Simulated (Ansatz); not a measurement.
Relaxation of ClH5OSi (8 atoms, charge 0, multiplicity 1), to a largest force component of 0.03 eV/Å in at most 50 steps.

Theory: Ansatz 0.2.0, RKS B3LYP/def2-TZVP.

```xyz
8
Properties=species:S:1:pos:R:3:forces:R:3
Si -0.831 -0.114 -0.411 0.17 0.49 1.18
Cl 2.576 -0.573 -0.329 -0.06 0.11 0.50
H -0.474 -1.532 -0.558 0.02 0.00 0.03
H -0.257 0.721 -1.488 0.00 -0.03 -0.02
H -2.306 0.044 -0.423 0.01 0.00 -0.01
H 1.912 -0.245 0.749 0.17 -0.10 -0.47
O -0.231 0.386 1.127 -0.31 -0.40 -1.22
H -0.388 1.313 1.333 0.00 -0.07 0.02
```

Question: Where does it end, and by what steps?

Answer: The forces met the threshold. The force dipped under the threshold on the way, but the program's further checks kept it going. After 17 steps the energy has fallen by 0.196 eV; Cl2 moved furthest, 1.40 Å.

```
step  energy less start (eV)  largest force component (eV/Å)  accepted
   0                  0.0000                           1.222       yes
   1                 -0.0599                           0.834       yes
   2                 -0.1142                           0.328       yes
   3                 -0.1204                           0.913       yes
   4                 -0.1615                           0.102       yes
   5                 -0.1718                           0.629       yes
   6                 -0.1799                           0.201       yes
   7                 -0.1858                           0.110       yes
   8                 -0.1891                           0.071       yes
   9                 -0.1903                           0.204       yes
  10                 -0.1918                           0.084       yes
  11                 -0.1923                           0.084       yes
  12                 -0.1936                           0.022       yes
  13                 -0.1942                           0.070       yes
  14                 -0.1949                           0.049       yes
  15                 -0.1957                           0.031       yes
  16                 -0.1961                           0.026       yes
  17                 -0.1962                           0.026       yes
```

```xyz
8
Properties=species:S:1:pos:R:3
Si -1.064 -0.078 -0.532
Cl 3.121 -0.709 0.949
H -0.613 -1.394 -1.022
H -1.302 0.849 -1.665
H -2.318 -0.209 0.249
H 1.920 -0.267 0.726
O 0.176 0.476 0.434
H 0.080 1.332 0.861
```

Run time: 38 s on 4 threads of Arm Neoverse N1, with other jobs on the host, peak memory 0.24 GiB.
